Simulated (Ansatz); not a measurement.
# AlFH₃P: taking an electron away

An exercise on one series of results from a longer session: the logs are not shown, and one member is left open.

Computed with Ansatz 0.2.0, Gaussian basis. Level: unrestricted cation, the program's frozen cores in correlated methods.

Plan: UKS PBE-D4/def2-TZVPP; UKS r2SCAN-D4/def2-TZVPP; UKS PBE0-D4/def2-TZVPP; UKS B3LYP-D4/def2-TZVPP; UKS wB97X-V/def2-TZVPP; UKS wB97M-V/def2-TZVPP; UKS B2PLYP/def2-TZVPP; UHF-CCSD(T)/def2-TZVPP; UHF-MP2/def2-QZVPP; extrapolation to the limit; then −ε(HOMO) from the neutral's earlier runs with LDA (SPW92), PBE-D4, revPBE-D4, BLYP-D4, r2SCAN-D4, B97M-V, PBE0-D4, B3LYP-D4, r2SCANh-D4, r2SCAN0-D4, HSE06-D4, BHLYP-D4, CAM-B3LYP-D4, LC-ωPBE, ωB97X-V, ωB97M-V.

### The relaxed structure

All runs share one geometry, relaxed beforehand with PBE0-D4 in a triple-zeta def2 set.

SMILES `[F][AlH][PH2]`, 6 atoms, charge 0, spin multiplicity 1.

Atoms are counted from 1 here; the program's logs count them from 0.

Bond lengths: F1–Al2 1.651 Å, Al2–P3 2.314 Å, Al2–H4 1.578 Å, P3–H5 1.422 Å, P3–H6 1.421 Å. Angles: F1–Al2–P3 117.2°, F1–Al2–H4 117.2°, P3–Al2–H4 125.4°, Al2–P3–H5 91.6°, Al2–P3–H6 92.0°, H5–P3–H6 94.4°.

As a file:

```
F    -1.53845   -1.29430    0.93867
Al   -0.47945   -0.79057   -0.22391
P     1.24720    0.59629    0.44525
H    -0.67886   -1.36652   -1.67906
H     1.12575    1.38110   -0.73484
H     0.36581    1.40998    1.20779
```

Set-up of the first run:

The input, in.yaml:

```yaml
crystal:
  periodic: [false, false, false]
  atoms:
    - {symbol: F, position_ang: [-1.538455, -1.294297, 0.938669]}
    - {symbol: Al, position_ang: [-0.479445, -0.790567, -0.223911]}
    - {symbol: P, position_ang: [1.247196, 0.596294, 0.445253]}
    - {symbol: H, position_ang: [-0.678858, -1.366517, -1.679058]}
    - {symbol: H, position_ang: [1.125754, 1.381103, -0.734839]}
    - {symbol: H, position_ang: [0.365808, 1.409984, 1.207786]}
basis:
  gaussian: {orbitals: def2-TZVPP}
total_charge: 1
magnetization: {spin_polarized: true, initial_magnetization: 1}
hamiltonian: {xc: pbe, dispersion: d4}
```

Launch:

```sh
ansatz run in.yaml --threads 2 --pin off --events-out ev --progress --plain --max-ram 4352MiB
```

Steps of the session up to this table: Cation, UKS PBE-D4/def2-TZVPP; Cation, UKS r2SCAN-D4/def2-TZVPP; Cation, UKS PBE0-D4/def2-TZVPP; Cation, UKS B3LYP-D4/def2-TZVPP; Cation, UKS wB97X-V/def2-TZVPP; Cation, UKS wB97M-V/def2-TZVPP; Cation, UKS B2PLYP (frozen core)/def2-TZVPP; Cation, UHF-CCSD(T)/def2-TZVPP; Cation, UHF-MP2/def2-QZVPP.

One of the session's tables, all rows but one given; the rest of the session is left out.

It belongs to the step «Ionisation energies side by side». Orbital estimates, from the neutral's runs:

```
  functional  −ε(HOMO) (eV)
 LDA (SPW92)           6.62
      PBE-D4           6.51
   revPBE-D4           6.47
     BLYP-D4           6.35
   r2SCAN-D4           6.76
      B97M-V           6.85
     PBE0-D4           7.61
    B3LYP-D4           7.38
  r2SCANh-D4              ?
  r2SCAN0-D4           7.76
    HSE06-D4           7.21
    BHLYP-D4           8.56
CAM-B3LYP-D4           8.85
     LC-ωPBE          10.19
     ωB97X-V           9.84
     ωB97M-V           9.64
```

**Question.** Estimate the row for r2SCANh-D4.

Worked estimate for «−ε(HOMO) (eV)». Against the share of exact exchange, r2SCAN-D4 (0, 6.76), r2SCAN0-D4 (0.25, 7.76) give a slope of 4.00 per unit share; at 0.1 the line stands at 7.16.

The run gave: −ε(HOMO) (eV): 7.16. In «−ε(HOMO) (eV)» the line misses by 0.00.

Caveats from the session: The cation may have settled in a state other than its lowest; no search over hole states beyond the program's own was made.
